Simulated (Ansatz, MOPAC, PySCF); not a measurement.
**Lattice constant a of zinc-blende BAs: levels of theory against measurement**

Reference value: 4.777 Å (measured, room temperature, no zero-point or thermal correction; as tabulated in Lucero et al. (2012), arXiv:1111.4515).

| level (code) | value (Å) |
|---|---|
| AM1 semi-empirical Hartree-Fock (MOPAC) | 4.158 |
| LDA (Ansatz) | ? |
| PBE (Ansatz) | ? |
| rVV10 (Ansatz) | 4.835 |
| r²SCAN+rVV10 (Ansatz) | 4.775 |
| LC-ωPBE (Ansatz) | 4.723 |
| Hartree–Fock (Ansatz) | ? |
| MP2 (PySCF) | 4.742 ± 0.02 |
| CCSD (PySCF) | 4.759 ± 0.02 |

Q: Complete the blanks.

A: 
- LDA (Ansatz, a quantum-chemistry and plane-wave program), value (Å): 4.732
- PBE (Ansatz), value (Å): 4.809
- Hartree–Fock (Ansatz), value (Å): 4.827

Differences against the reference: AM1 semi-empirical Hartree-Fock (MOPAC) -13.0 %, LDA -0.94 %, PBE +0.67 %, rVV10 +1.21 %, r²SCAN+rVV10 -0.04 %, LC-ωPBE -1.13 %, Hartree–Fock +1.05 %, MP2 -0.73 %, CCSD -0.38 %.

The reference is not for a static lattice or low temperature, so close values are not ranked against it. Off by more than 2.50 %, or 3.50 % on the side where a correction would as a rule narrow the miss (bounds picked here): AM1 semi-empirical Hartree-Fock (MOPAC) (-13.0 %).

The reference isn't brought to a static lattice, while the calculations are for one, so the differences are not the levels' errors alone. A static lattice is as a rule a little smaller than the measured one.  A ± on a computed value is a rough bar: the spread of its extrapolation, a floor set from checks against published values, or a statistical error. AM1 semi-empirical Hartree-Fock (MOPAC): the cell moved over 20 % in volume from its start. AM1 semi-empirical Hartree-Fock (MOPAC): the method was fitted mainly to molecules. AM1 semi-empirical Hartree-Fock (MOPAC): the run uses a supercell at the zone centre in place of a k mesh. Cutoffs and k meshes differ between the levels. Ansatz's density-functional and Hartree–Fock values are scalar-relativistic unless marked +SOC, with PAW data made under PBE.

Differences are worked out from the printed values.
